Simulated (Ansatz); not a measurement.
PBE exchange is replaced step by step with exact exchange (0 % is PBE, 25 % PBE0; no dispersion term), basis def2-TZVPD, Ansatz. System: Li2S⁻ (the lowest doublet isomer of a short search). Total charge -1; doublet. Geometry: r2SCAN-D4/def2-TZVPD, each spin state at its own.

The relaxed quartet has other bonds than the doublet, so its gap is one between isomers.

Geometry of the doublet:

```
atom   x (Å)   y (Å)   z (Å)
 Li1  -1.228   0.703   0.577
 Li2   0.371  -0.892  -1.185
  S3   0.857   0.188   0.607
```

At PBE-D4/def2-TZVPD, PBE with 5 % exact exchange/def2-TZVPD, PBE with 10 % exact exchange/def2-TZVPD, PBE with 15 % exact exchange/def2-TZVPD and others the highest occupied level of the charge -1 doublet lies above zero (up to 0.81 eV). By energy differences its removal costs 0.77 eV (vertical, to the charge 0 singlet, at PBE-D4/def2-TZVPD); a positive level beside a positive removal energy at the same level points to self-interaction error. At PBE-D4/def2-TZVPD, PBE with 5 % exact exchange/def2-TZVPD, PBE with 10 % exact exchange/def2-TZVPD, PBE with 15 % exact exchange/def2-TZVPD and others the highest occupied level of the charge -1 quartet lies above zero (up to 0.79 eV). It is a level of α spin, whose loss leaves a triplet; that state wasn't run at this geometry and level. The electron is either unbound and held by the finite basis, or the level is raised by self-interaction error. The structure comes from a short search, and lower isomers may exist.

HOMO and LUMO are taken over both spins.

| exact exchange (%) | HOMO (eV) | LUMO (eV) | gap (eV) | ⟨S²⟩ | quartet − doublet (kJ/mol) |
| --- | --- | --- | --- | --- | --- |
| 0 | 0.81 | 1.29 | 0.48 | 0.752 | 191.5 |
| 5 | 0.73 | 1.36 | 0.63 | 0.752 | 188.0 |
| 10 | 0.65 | 1.42 | 0.78 | 0.752 | 184.7 |
| 15 | 0.57 | 1.49 | 0.93 | 0.752 | 181.5 |
| 25 | 0.40 | 1.63 | 1.22 | 0.751 | 175.3 |
| 35 | 0.24 | 1.76 | 1.52 | 0.751 | 169.5 |

(1) Fit a straight line to the column «quartet − doublet (kJ/mol)» against the share of exact exchange and predict its value at 50 %.

## Answers

(1) With x = exact exchange (%) and y = quartet − doublet (kJ/mol): mean x = 15, mean y = 181.8; Σ(x − x̄)(y − ȳ) = -533, Σ(x − x̄)² = 850; slope b = -0.6271, intercept a = ȳ − b·x̄ = 191.2. The residuals of the fitted rows reach 0.3. At x = 50 the line gives 191.2 + (-0.6271 × 50) = 159.8; the run gave 161.3, 1.5 more than the line.
